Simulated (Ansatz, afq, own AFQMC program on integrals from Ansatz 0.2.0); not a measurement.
## SiH2, triplet → SiH₂⁺, doublet

```xyz
3

Si    0.0000   -0.0507    0.0000
H     0.0000    0.7069   -1.2784
H     0.0000    0.7069    1.2784
```

E(doublet, charge +1) − E(triplet, charge +0) at this geometry, on UHF and UHF determinants.

Basis cc-pVDZ. Noble-gas cores (and the filled d shells of Ga–Kr and In–Xe) are frozen. AFQMC by an in-house program on the Cholesky factors that Ansatz 0.2.0 writes for its CCSD(T) run. ph-AFQMC/CISD is guided by a CISD state made of CCSD amplitudes; releasing the constraint for a short imaginary time cuts its bias at the price of noise, slowly where states lie close. Free projection: walkers drawn from exp(T), propagated without any constraint. Its projection time is finite, and what remains of the start isn't in its error. ± is one standard error of the sampling. The errors of all members are added in quadrature.

Full CI on the same integrals is exact in this basis and with this determinant's frozen core.

The best estimate is CCSD(T) at the basis-set limit (CBS: def2-TZVPP and def2-QZVPP, with their diffuse functions for anions and beside diffuse sets, CCSD(T) itself extrapolated) plus the step from CCSD(T) to full CI in cc-pVDZ. Rows without CBS are in cc-pVDZ, the functionals in def2-TZVP; B2PLYP and the wave-function rows carry a basis error of their own. Core correlation and relativity beyond core potentials are missing, and ± holds the sampling alone.

Cautions: SiH₂ (triplet): another spin lies lower.

Best estimate: 8.216 eV.

| level | vertical ionization energy (eV) | error against the best estimate (eV) |
| --- | --- | --- |
| HF | 7.713 | -0.503 |
| MP2 | 8.012 | -0.204 |
| CCSD | 8.040 | -0.176 |
| CCSD(T) | 8.053 | -0.163 |
| CCSDT | 8.054 | -0.162 |
| CCSDT(Q) | 8.055 | -0.161 |
| CCSDTQ | 8.055 | -0.161 |
| ph-AFQMC/CISD | 8.058 ± 0.001 | -0.158 ± 0.001 |
| released AFQMC | 8.057 ± 0.0007 | -0.159 ± 0.0007 |
| free AFQMC | 8.054 ± 0.0008 | -0.163 ± 0.0008 |
| FCI | 8.055 | -0.161 |
| HF/CBS | 7.698 | -0.518 |
| MP2/CBS | 8.131 | -0.086 |
| CCSD(T)/CBS | 8.214 | -0.002 |
| PBE | 8.242 | 0.025 |
| r2SCAN | 8.383 | 0.167 |
| PBE0 | 8.263 | 0.047 |
| B3LYP | 8.142 | -0.075 |
| wB97M-V | 7.976 | -0.240 |
| B2PLYP | 8.040 | -0.176 |

Correlation beyond CCSD(T) adds 0.002 eV. Going to the basis-set limit adds 0.161 eV at CCSD(T). The perturbative (T) step is worth +0.013 eV. The functionals spread over 0.406 eV; PBE and PBE0 come nearest and wB97M-V is 0.240 eV too low.

Best estimates are given only where the step beyond CCSD(T) is under 0.3 eV and no member's determinant is very poor (T1 over 0.05, or 0.07 for open shells, ⟨S²⟩ too high by 0.3, two states mixed), so the hardest cases are missing from such tables.

The functionals ran in a triple-zeta set and keep a basis error of their own, a few kJ/mol for each bond in atomization energies and more for double hybrids, so close places among them and the extrapolated levels can swap.

CCSDT and higher add their correlation energy to the determinant of the CCSD(T) run, since their own runs factorise the integrals more tightly (a shift of under 2 meV). Free projections are given only where their last times agree within the noise and don't stop above the reference; a slow remainder of the start can still hide under it. Each member of a difference takes its own highest rung, so a best estimate needn't equal the limit plus the step of one row. A walk keeps the symmetry of its determinant, which the program's search chose and which needn't be the lowest solution, so a lower state of the same spin and another symmetry isn't excluded. Released energies are given only where the last usable release times agree within the noise; a slower fall can still hide under it.
